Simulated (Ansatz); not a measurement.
Ansatz (a program for electronic structure) input (B3LYP-D3(BJ)/def2-TZVP):

Ansatz 0.2 input:
```yaml
crystal:
  periodic: [false, false, false]
  atoms:
    - {symbol: O, position_ang: [1.06982681, -0.18778777, 0.05497058]}
    - {symbol: N, position_ang: [-0.00660330, 0.46114076, 0.01021508]}
    - {symbol: O, position_ang: [-1.06404892, -0.21571040, -0.06390877]}
basis:
  gaussian:
    orbitals: def2-TZVP
hamiltonian:
  xc: b3lyp
  dispersion: d3bj
total_charge: -1
phonons: {temperatures: {t_min: 298.15, t_max: 298.15, t_step: 100}}
```

Output:

```
Functional definition: B3LYP
integrals: 0.01 GiB planned
457 factors; their error is unknown
mean field: 0.20 GiB planned
mean field evaluation 1: about -5583.1633 eV, gradient 3.1e1 eV
mean field evaluation 2: about -5579.5673 eV, gradient 5.8e1 eV
mean field evaluation 4: about -5584.7954 eV, gradient 1.8e0 eV
mean field evaluation 8: about -5584.8129 eV, gradient 2.4e-2 eV
mean field evaluation 16: about -5584.8129 eV, gradient 5.6e-6 eV
mean field -5584.81291129 eV, -205.2380889677 hartree, gradient 5.6e-6 eV, S^2 0.000000; 0 other end points of the search recorded, 0 dependent functions left out
the calculation of the forces begins
reference -5584.81305506 eV, -205.2380942513 hartree; 12, 12 occupied and 81, 81 virtual orbitals, 457 factors
these checks for a lower state are left out or cut short: stability, starts, cluster_reference, orbital_swaps, neighbouring_geometries, increment
integrals: 0.01 GiB planned
457 factors; their error is unknown
mean field: 0.20 GiB planned
mean field -5584.81278448 eV, -205.2380843077 hartree, gradient 2.2e-6 eV, S^2 0.000000; 0 other end points of the search recorded, 0 dependent functions left out
the calculation of the forces begins
reference -5584.81292832 eV, -205.2380895936 hartree; 12, 12 occupied and 81, 81 virtual orbitals, 457 factors
these checks for a lower state are left out or cut short: stability, starts, cluster_reference, orbital_swaps, neighbouring_geometries, increment
integrals: 0.01 GiB planned
457 factors; their error is unknown
mean field: 0.20 GiB planned
mean field evaluation 32: about -5584.8128 eV, gradient 2.1e-6 eV
mean field -5584.81277514 eV, -205.2380839644 hartree, gradient 2.1e-6 eV, S^2 0.000000; 0 other end points of the search recorded, 0 dependent functions left out
the calculation of the forces begins
reference -5584.81291886 eV, -205.2380892458 hartree; 12, 12 occupied and 81, 81 virtual orbitals, 457 factors
these checks for a lower state are left out or cut short: stability, starts, cluster_reference, orbital_swaps, neighbouring_geometries, increment
integrals: 0.01 GiB planned
457 factors; their error is unknown
mean field: 0.20 GiB planned
mean field -5584.81288244 eV, -205.2380879074 hartree, gradient 2.1e-6 eV, S^2 0.000000; 0 other end points of the search recorded, 0 dependent functions left out
the calculation of the forces begins
reference -5584.81302623 eV, -205.2380931918 hartree; 12, 12 occupied and 81, 81 virtual orbitals, 457 factors
these checks for a lower state are left out or cut short: stability, starts, cluster_reference, orbital_swaps, neighbouring_geometries, increment
integrals: 0.01 GiB planned
457 factors; their error is unknown
mean field: 0.20 GiB planned
mean field -5584.81288240 eV, -205.2380879060 hartree, gradient 2.3e-6 eV, S^2 0.000000; 0 other end points of the search recorded, 0 dependent functions left out
the calculation of the forces begins
reference -5584.81302615 eV, -205.2380931887 hartree; 12, 12 occupied and 81, 81 virtual orbitals, 457 factors
these checks for a lower state are left out or cut short: stability, starts, cluster_reference, orbital_swaps, neighbouring_geometries, increment
integrals: 0.01 GiB planned
457 factors; their error is unknown
mean field: 0.20 GiB planned
mean field -5584.81279716 eV, -205.2380847735 hartree, gradient 2.1e-6 eV, S^2 0.000000; 0 other end points of the search recorded, 0 dependent functions left out
the calculation of the forces begins
reference -5584.81294089 eV, -205.2380900557 hartree; 12, 12 occupied and 81, 81 virtual orbitals, 457 factors
these checks for a lower state are left out or cut short: stability, starts, cluster_reference, orbital_swaps, neighbouring_geometries, increment
integrals: 0.01 GiB planned
457 factors; their error is unknown
mean field: 0.20 GiB planned
mean field evaluation 64: about -5584.8128 eV, gradient 2.2e-6 eV
mean field -5584.81279816 eV, -205.2380848104 hartree, gradient 2.2e-6 eV, S^2 0.000000; 0 other end points of the search recorded, 0 dependent functions left out
the calculation of the forces begins
reference -5584.81294198 eV, -205.2380900954 hartree; 12, 12 occupied and 81, 81 virtual orbitals, 457 factors
Total energy: -5584.85456793 eV, -205.2396198211 hartree
Atom 0 at     1.069827    -0.187788     0.054971 Å, force     0.000004    -0.000002     0.000000 eV/Å
Atom 1 at    -0.006603     0.461141     0.010215 Å, force    -0.000000     0.000004     0.000000 eV/Å
Atom 2 at    -1.064049    -0.215710    -0.063909 Å, force    -0.000004    -0.000002    -0.000000 eV/Å
Dipole moment:    -0.000781     0.054513     0.001208 e Å
Vibrations: 806.73 1301.86 1353.05 cm⁻¹, zero-point energy 0.214594 eV
```
